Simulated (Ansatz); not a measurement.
# Cobalt, hcp under PBE: structure, energy and stiffness

The plan for cobalt in the hcp structure: relax it, solve it on a dense k-mesh, switch on spin-orbit coupling, then scale the cell to 7 volumes from 88 to 112 % of the relaxed one and try a fit of the equation of state. The k-meshes are 14×14×8 for the relaxation; 24×24×13 for the dense run; 15×15×8 for spin-orbit coupling; 24×24×13 for the volumes. It starts from a deposited cell (COD).

Program: Ansatz 0.2.0. Level of theory: DFT PBE, plane waves (420 eV) with PAW, scalar-relativistic. These are calculated values, not measurements.

### 1 The structure to begin with

The structure is hexagonal, space group P6_3/mmc (No. 194). The conventional cell has a = 2.507 Å, b = 2.507 Å, c = 4.069 Å, α = 90.00°, β = 90.00°, γ = 120.00°. Co (site symmetry -6m2) has 12 Co at 2.50 to 2.51 Å as nearest neighbours.

Coordinates:

```cif
data_structure
_symmetry_space_group_name_H-M 'P6_3/mmc'
_symmetry_Int_Tables_number 194
_cell_length_a 2.5071
_cell_length_b 2.5071
_cell_length_c 4.0686
_cell_angle_alpha 90.000
_cell_angle_beta 90.000
_cell_angle_gamma 120.000
_cell_volume 22.15
loop_
_atom_site_label
_atom_site_type_symbol
_atom_site_symmetry_multiplicity
_atom_site_Wyckoff_symbol
_atom_site_fract_x
_atom_site_fract_y
_atom_site_fract_z
_atom_site_occupancy
Co1 Co 2 c 0.33333 0.66667 0.25000 1
```

### 2 Relaxation of the cell

Input file input.yaml:

```yaml
crystal:
  lattice:
    - [2.5070990085, 0.0, 0.0]
    - [-1.2535495042, 2.1712114311, 0.0]
    - [0.0, 0.0, 4.0686]
  atoms:
    - { symbol: Co, position: [0.3333333333, 0.6666666667, 0.25] }
    - { symbol: Co, position: [0.6666666667, 0.3333333333, 0.75] }
hamiltonian:
  xc: pbe
  pseudopotentials:
    kind: paw
    azcp:
      Co: "pseudopotentials/Co.paw.azcp"
basis:
  ecutwfc: 420
  fft_grid_basis: typed
kpoints:
  mp_grid: { grid: [14, 14, 8], shift: [0, 0, 0] }
magnetization:
  spin_polarized: false
scf:
  occupations: { method: fermi_dirac, width: 0.1 }
relax:
  max_steps: 60
  f_tol: 0.01
  cell: {}
```

After this run come: The energy on a finer k-mesh; Spin-orbit coupling switched on; At 88 % of the relaxed volume; At 92 % of the relaxed volume; At 96 % of the relaxed volume; At 100 % of the relaxed volume; At 104 % of the relaxed volume; At 108 % of the relaxed volume; At 112 % of the relaxed volume.

Before running it: what results should come out? Wanted: space group; conventional cell; volume; shortest distance; gap on the mesh; relative to hcp, ferromagnetic; V₀, B₀, B₀′.

The runs gave:

| quantity | value |
| --- | --- |
| space group (spins left aside) | P6_3/mmc (No. 194) |
| conventional cell | a = 2.458 Å, c = 3.961 Å (c/a = 1.611) |
| volume | 10.365 Å³/atom |
| shortest distance | 2.436 Å |
| against the deposited volume | -6.4 % (11.074 Å³/atom) |
| gap on the mesh | none (levels filled in part) |
| relative to hcp, ferromagnetic | +218 meV/atom |
| V₀, B₀, B₀′ | 10.326 Å³/atom, 254 GPa, 4.8 |

**Reading.** The relaxed volume lies 6.4 % below the deposited cell. Real cobalt is ferromagnetic, and a cell without moments comes out smaller. The same structure in its ferromagnetic state, relaxed in a run of its own, lies 218 meV/atom lower. Levels at the Fermi energy are filled in part, as in a metal. Totals with and without spin-orbit coupling (-0.25 eV/atom apart) can't be read as binding, since the two-component data shift the zero of energy. B₀ comes out at 254 GPa, too stiff, partly because the moments are missing; letting shape and positions relax at each volume could only lower it.
